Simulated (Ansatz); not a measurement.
**H₂S (triplet): from Hartree-Fock to the top rungs at distance H1–H2 along a hydrogen transfer = 0.834 Å, 6-31G**

How much of the correlation energy of H₂S (triplet) does each wave-function method recover here?

The runs use Ansatz 0.2.0, Gaussian basis; 6-31G, core rule «outside noble gas», up to 5 orbitals frozen.

Plan: UHF; CCSD(T) on ROHF; CCSD(T) on UHF; BCCD(T) on ROHF; CISD; CCSDT(Q) on ROHF; CCSDT(Q) on UHF; CISDTQ; CCSDTQ on ROHF; CCSDTQ on UHF; CASSCF and MRCISD+Q, 4 electrons in 4 orbitals; CASSCF and NEVPT2, 4 electrons in 4 orbitals; CASSCF and MRCISD+Q, 8 electrons in 6 orbitals; CASSCF and NEVPT2, 8 electrons in 6 orbitals; Full CI.

3 further runs of the same task are left out: 3 that didn't finish.

### 1 What is computed

The geometry derives from fragments relaxed apart (PBE0/def2-TZVP) and kept rigid, so it is no stationary point. A hydrogen atom is moved between rigid fragments.

3 atoms, charge 0, spin multiplicity 3.

Atoms are counted from 1 here; the program's logs count them from 0.

Bond lengths: H1–H2 0.834 Å.

As a file:

```xyz
3
H2S
H     0.0000    0.0000   -1.1940
H     0.0000    0.0000   -0.3600
S     0.0000    0.0000    1.5540
```

### 2 UHF

in.yaml reads:

```yaml
crystal:
  periodic: [false, false, false]
  atoms:
    - {symbol: H, position_ang: [0.000000, 0.000000, -1.194000]}
    - {symbol: H, position_ang: [0.000000, 0.000000, -0.360000]}
    - {symbol: S, position_ang: [0.000000, 0.000000, 1.554000]}
basis:
  gaussian: {orbitals: 6-31G}
magnetization: {spin_polarized: true, initial_magnetization: 2}
hamiltonian: {xc: hf}
output: {orbitals: {seedname: orbitals}}
```

Command:

```console
> ansatz run in.yaml --threads 1 --pin off --events-out ev --progress --plain --max-ram 2393MiB
```

After this run come: CCSD(T) on ROHF; CCSD(T) on UHF; BCCD(T) on ROHF; CISD; CCSDT(Q) on ROHF; CCSDT(Q) on UHF; CISDTQ; CCSDTQ on ROHF; CCSDTQ on UHF; CASSCF and MRCISD+Q, 4 electrons in 4 orbitals; CASSCF and NEVPT2, 4 electrons in 4 orbitals; CASSCF and MRCISD+Q, 8 electrons in 6 orbitals; CASSCF and NEVPT2, 8 electrons in 6 orbitals; Full CI.

Before running them: what should the planned runs give, taken together? Wanted: FCI below the RHF energy; RMP2 from FCI; UMP2 from FCI; RCCSD from FCI; RCCSD(T) from FCI; UCCSD(T) from FCI; RCCSDT(Q) from FCI; UCCSDT(Q) from FCI; NEVPT2 pair from FCI.

**Answer**, as computed:

| quantity | value |
| --- | --- |
| FCI below the RHF energy | -1.4850 eV |
| RMP2 from FCI | +9.57 kcal/mol |
| UMP2 from FCI | +9.18 kcal/mol |
| RCCSD from FCI | +0.28 kcal/mol |
| RCCSD(T) from FCI | +0.06 kcal/mol |
| UCCSD(T) from FCI | +0.06 kcal/mol |
| RCCSDT(Q) from FCI | 0.00 kcal/mol |
| UCCSDT(Q) from FCI | 0.00 kcal/mol |
| NEVPT2 pair from FCI | +5.44 kcal/mol |
| MRCISD+Q pair from FCI | +0.24 kcal/mol |
| NEVPT2 valence from FCI | +6.75 kcal/mol |
| levels within 1 kcal/mol (43 meV) | CISD, RCCSD, UCCSD, RCCSD(T), UCCSD(T), BCCD(T), RCCSDT, UCCSDT, CISDTQ, RCCSDT(Q), UCCSDT(Q), RCCSDTQ, UCCSDTQ, MRCISD pair, MRCISD+Q pair, MRCISD valence, MRCISD+Q valence |
| T1 diagnostic | 0.017 |
| effectively unpaired electrons | 2.01 |

RCCSD(T) misses by +0.06 kcal/mol, 0.2 % of the correlation energy. One determinant dominates. Of the multireference levels listed MRCISD+Q valence comes nearest in total energy (+0.23 kcal/mol), which doesn't show that its space is the better one. These misses are within one basis, not against nature; the frozen cores of restricted and unrestricted runs differ, which can shift their rows.
